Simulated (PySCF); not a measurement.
MgAl: frontier orbitals

PBE0 at R = 2.897 Å; basis Mg def2-TZVP, Al def2-TZVP; no relativity; PySCF 2.14. State: ²Π (doublet), unpaired electrons π ↑. Only the outer orbitals are listed, counted within each symmetry.

```json
{"spin": "α", "orbital": "2π", "occ.": "1", "ε (eV)": "-51.22", "on Mg (%)": "100", "main shells (%)": "100 Mg p"}
{"spin": "α", "orbital": "2π", "occ.": "1", "ε (eV)": "-51.20", "on Mg (%)": "100", "main shells (%)": "100 Mg p"}
{"spin": "α", "orbital": "6σ", "occ.": "1", "ε (eV)": "-51.20", "on Mg (%)": "100", "main shells (%)": "100 Mg p"}
{"spin": "α", "orbital": "7σ", "occ.": "1", "ε (eV)": "-9.27", "on Mg (%)": "13", "main shells (%)": "85 Al s, 10 Mg s"}
{"spin": "α", "orbital": "8σ", "occ.": "1", "ε (eV)": "-5.62", "on Mg (%)": "67", "main shells (%)": "67 Mg s, 20 Al p, 12 Al s"}
{"spin": "α", "orbital": "3π", "occ.": "1", "ε (eV)": "-3.94", "on Mg (%)": "17", "main shells (%)": "82 Al p, 15 Mg p"}
{"spin": "α", "orbital": "3π", "occ.": "0", "ε (eV)": "-2.24", "on Mg (%)": "26", "main shells (%)": "73 Al p, 24 Mg p"}
{"spin": "α", "orbital": "9σ", "occ.": "0", "ε (eV)": "-2.14", "on Mg (%)": "51", "main shells (%)": "49 Al p, 30 Mg p, 21 Mg s"}
{"spin": "α", "orbital": "4π", "occ.": "0", "ε (eV)": "-0.58", "on Mg (%)": "82", "main shells (%)": "82 Mg p, 15 Al p"}
{"spin": "β", "orbital": "2π", "occ.": "1", "ε (eV)": "-51.22", "on Mg (%)": "100", "main shells (%)": "100 Mg p"}
{"spin": "β", "orbital": "6σ", "occ.": "1", "ε (eV)": "-51.20", "on Mg (%)": "100", "main shells (%)": "100 Mg p"}
{"spin": "β", "orbital": "2π", "occ.": "1", "ε (eV)": "-51.18", "on Mg (%)": "100", "main shells (%)": "100 Mg p"}
{"spin": "β", "orbital": "7σ", "occ.": "1", "ε (eV)": "-8.55", "on Mg (%)": "17", "main shells (%)": "81 Al s, 14 Mg s"}
{"spin": "β", "orbital": "8σ", "occ.": "1", "ε (eV)": "-5.46", "on Mg (%)": "71", "main shells (%)": "69 Mg s, 15 Al p, 14 Al s"}
{"spin": "β", "orbital": "3π", "occ.": "0", "ε (eV)": "-2.05", "on Mg (%)": "30", "main shells (%)": "69 Al p, 29 Mg p"}
{"spin": "β", "orbital": "9σ", "occ.": "0", "ε (eV)": "-2.04", "on Mg (%)": "45", "main shells (%)": "55 Al p, 32 Mg p, 13 Mg s"}
{"spin": "β", "orbital": "3π", "occ.": "0", "ε (eV)": "-1.48", "on Mg (%)": "44", "main shells (%)": "55 Al p, 44 Mg p"}
```

Question: Which are the highest filled and the lowest empty level, where do they sit, and how wide is the gap?

Answer: Highest filled α 3π at -3.94 eV (in %: 82 Al p, 15 Mg p); lowest empty α 3π at -2.24 eV (in %: 73 Al p, 24 Mg p); the gap at PBE0 is 1.70 eV. Both belong to one degenerate shell, split only by its one-sided filling, so this is no excitation gap.

```
bond order (Mayer)                               : 1.02
⟨S²⟩                                             : 0.768
charge on Mg (Mulliken, basis-dependent)         : 0.13
charge on Mg (Löwdin, basis-dependent)           : -0.01
dipole moment (positive dipole means Mg(−)Al(+)) : -1.45 D
polarisability along the bond                    : 206.3 bohr³
polarisability across the bond                   : 108.9 bohr³
```

The state was picked by a PBE0 search and need not be the measured ground state.
